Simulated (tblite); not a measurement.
Compound: C2H2FO (charge -1).
InChI=1S/C2H3FO/c3-1-2-4/h1-2,4H/p-1/b2-1+

The geometry is computed with GFN2-xTB (gas phase).

Masses are those of the commonest isotopes; rigid-rotor values at the optimised geometry. 

**Question.** What are A, B and C (MHz)?

**Answer.** Ia = 8.45, Ib = 120.66, Ic = 129.11 u·Å²; 505379 MHz·u·Å²/I gives A = 59801, B = 4188, C = 3914 MHz.

**Question.** Classify the top.

**Answer.** A near-prolate asymmetric top. Ray's parameter κ = (2B − A − C)/(A − C) = -0.990; −1 is the prolate and +1 the oblate limit.

**Question.** What does the inertial defect say?

**Answer.** Planar: Δ = Ic − Ia − Ib = 0.00 u·Å². For a rigid frame Δ = −2 Σ m c², so it vanishes when all atoms lie in the ab plane; here none is more than 0.01 Å from it.

**Question.** Give the coordinates in the principal-axis frame, origin at the centre of mass.

**Answer.** The sense of each axis is arbitrary; atoms in the order of the calculation.
| atom | mass (u) | a (Å) | b (Å) | c (Å) |
| --- | --- | --- | --- | --- |
| O1 | 15.995 | -1.875 | 0.060 | 0.000 |
| C2 | 12.000 | -0.670 | -0.318 | 0.000 |
| C3 | 12.000 | 0.439 | 0.450 | 0.000 |
| F4 | 18.998 | 1.721 | -0.139 | 0.000 |
| H5 | 1.008 | -0.455 | -1.422 | 0.000 |
| H6 | 1.008 | 0.504 | 1.526 | 0.000 |

**Question.** List the rotational levels J(Ka,Kc) to J = 3 (MHz).

**Answer.** Above 0(0,0):
J = 1: 1(0,1) 8103, 1(1,1) 63715, 1(1,0) 63990
J = 2: 2(0,2) 24307, 2(1,2) 79646, 2(1,1) 80469, 2(2,1) 247307, 2(2,0) 247308
J = 3: 3(0,3) 48610, 3(1,3) 103542, 3(1,2) 105187, 3(2,2) 271615, 3(2,1) 271620, 3(3,1) 550365, 3(3,0) 550365
The levels of one J sum to (2J + 1)J(J + 1)(A + B + C)/3.

Its GFN2-xTB frequencies are all real (lowest 242 cm⁻¹). These are rigid-rotor constants of the computed structure; measured ground-state constants (B0) also hold zero-point vibration.
